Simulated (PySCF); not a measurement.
difluorosilane, F₂H₂Si, SMILES F[SiH2]F, point group C2v.

Force field and properties: B3LYP/pcSseg-2 (PySCF, grid level 2). Vibrational terms come from second-order perturbation theory with semi-diagonal cubic constants, by steps of ±0.6 along the normal coordinates of each isotopologue. The parent has the commonest isotopes.

Equilibrium geometry (Å):

```csv
atom,x,y,z
F1,-1.2470,-0.9207,-0.0465
Si2,0.0055,0.0578,-0.0043
F3,1.3139,-0.8062,-0.2688
H4,-0.1324,1.0382,-1.0896
H5,0.0944,0.6423,1.3404
```

An isotope shift is δ(isotopologue) − δ(parent), that is, the negative of the change in the averaged GIAO shielding; n counts bonds from the nearest label (0: the labelled atom itself). These are computed values; those of heavy atoms are rounded to 5 ppb, about the numerical noise.

What isotope shifts arise with ²H at 4?


```json
{"nucleus": "H4", "n": "0", "0 K (ppb)": "-81", "200 K (ppb)": "-78"}
{"nucleus": "Si2", "n": "1", "0 K (ppb)": "-80", "200 K (ppb)": "-80"}
{"nucleus": "F1", "n": "2", "0 K (ppb)": "-465", "200 K (ppb)": "-450"}
{"nucleus": "F3", "n": "2", "0 K (ppb)": "-465", "200 K (ppb)": "-450"}
{"nucleus": "H5", "n": "2", "0 K (ppb)": "-12", "200 K (ppb)": "-12"}
```
